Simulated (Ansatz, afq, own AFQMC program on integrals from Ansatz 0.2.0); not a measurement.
CHSi, quartet in cc-pVDZ along one coordinate

```yaml
atoms:
  - { symbol: Si, position_ang: [0.0000, 0.0326, 0.6172] }
  - { symbol: C, position_ang: [0.0000, -0.1270, -1.2686] }
  - { symbol: H, position_ang: [0.0000, 0.6065, -2.0825] }
```

The Si1–C2 distance is changed with both sides rigid. Energies in kJ/mol count from this geometry (1.893 Å) at the same level; the start stands on UHF, each point on the determinant named.

Basis cc-pVDZ. Noble-gas cores (and the filled d shells of Ga–Kr and In–Xe) are frozen. AFQMC by an in-house program on the Cholesky factors that Ansatz 0.2.0 writes for its CCSD(T) run. ph-AFQMC/CISD is guided by a CISD state made of CCSD amplitudes; releasing the constraint for a short imaginary time cuts its bias at the price of noise, slowly where states lie close. Error bars are statistical, one sigma.

Cautions, each for one point or more: (Q) is large, so the cluster series hasn't closed; a spin-contaminated unrestricted determinant lies lower; an unrestricted solution with more broken spin lies lower; higher spins were not checked; lower spins were not checked; raised T1 diagnostic; released walk and highest rung disagree; strong correlation; the ph-AFQMC/CISD walk drifts between its halves; unrestricted determinant spin contaminated.

| r(Si1–C2) / Å | det. | T1 | weight | ⟨S²⟩ | CCSD(T) | ph-AFQMC/CISD | CCSDT(Q) | wB97M-V | r2SCAN |
| --- | --- | --- | --- | --- | --- | --- | --- | --- | --- |
| 1.485 | UHF | 0.060 | 0.84 | 3.88 | 304.1 | 306.9 ± 1.1 | 303.6 | 286.5 | 275.9 |
| 2.316 | UHF | 0.040 | 0.86 | 3.80 | 67.6 | 66.7 ± 1.5 | 65.0 | 77.9 | 69.2 |
| 3.044 | UHF¶ | 0.066 | 0.78 | 3.79 | 244.8 | 245.1 ± 2.1 | 226.4 | – | 251.8 |
| 4.116 | ROHF | 0.019 | 0.88 | pure | 280.9 | 285.0 ± 1.0 | 282.3 | 320.9 | – |
| 6.547 | UHF† | 0.010 | 0.88 | 3.77 | 287.1 | 291.1 ± 1.1 | 288.8 | – | 349.8§ |

Weight is that of the determinant in the CISD state; at the start T1 is 0.029 and the weight 0.88, and ⟨S²⟩ is 3.78. ¶ marks points with a poor determinant and no full CI, where no value is sure; they don't count among the departures. A dagger marks points whose determinant fills other symmetries than the start's, so the wave-function levels may follow another state there, or a degenerate partner. Symmetry can't show for every point that it stays on the start's state. A dash marks a missing value, a released energy that hasn't settled or a functional that sits on another state. § marks a functional whose ⟨S²⟩ is too high by over 0.1. Largest departures from CCSDT(Q), at the points where its series has closed: CCSD(T) 2.5 kJ/mol at 2.316 (on UHF), ph-AFQMC/CISD 3.3 kJ/mol at 1.485 (on UHF), wB97M-V 38.6 kJ/mol at 4.116. Functionals count only at points shown to share the start's state and spin. In this small basis the wave-function levels are far from their limit, so their gap to the functionals isn't the functionals' error.

Some points may be missing: those where a free walk finds a much lower state, and past Zn most of those on another determinant than at the start.

CCSDT and higher add their correlation energy to the determinant of the CCSD(T) run, since their own runs factorise the integrals more tightly (a shift of under 2 meV). A walk keeps the symmetry of its determinant, which the program's search chose and which needn't be the lowest solution, so a lower state of the same spin and another symmetry isn't excluded.
